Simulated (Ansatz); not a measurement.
# Cobalt, hcp: convergence with Gaussian smearing

Computed with Ansatz, r²SCAN, scalar-relativistic PAW, on the relaxed cell (a = 2.472 Å, c = 4.027 Å (c/a = 1.629); ferromagnetic, net 1.75 μB per atom). Errors count from a run at 500 eV on a Γ-centred 24×24×13 mesh with Fermi-Dirac smearing of 0.05 eV, extrapolated to zero width. Fixed here: cutoff 500 eV, mesh 15×15×8.

| width (eV) | E(σ→0) error (meV/atom) | F error (meV/atom) | P (GPa) | sphere moment (μB) | SCF iterations |
| --- | --- | --- | --- | --- | --- |
| 0.01 | 1.7 | 1.7 | -1.79 | 1.84 | 17 |
| 0.03 | 1.7 | 1.5 | -1.83 | 1.84 | 17 |
| 0.1 | 1.7 | -0.6 | -1.48 | 1.85 | 18 |
| 0.2 | 1.3 | -6.9 | -0.99 | 1.87 | 18 |
| 0.3 | 1.4 | -17.3 | -0.56 | 1.87 | 17 |
| 0.6 | 4.9 | -75.7 | 1.06 | 1.89 | 17 |
| 1.0 | 29.3 | -230.6 | 3.94 | 1.84 | 19 |
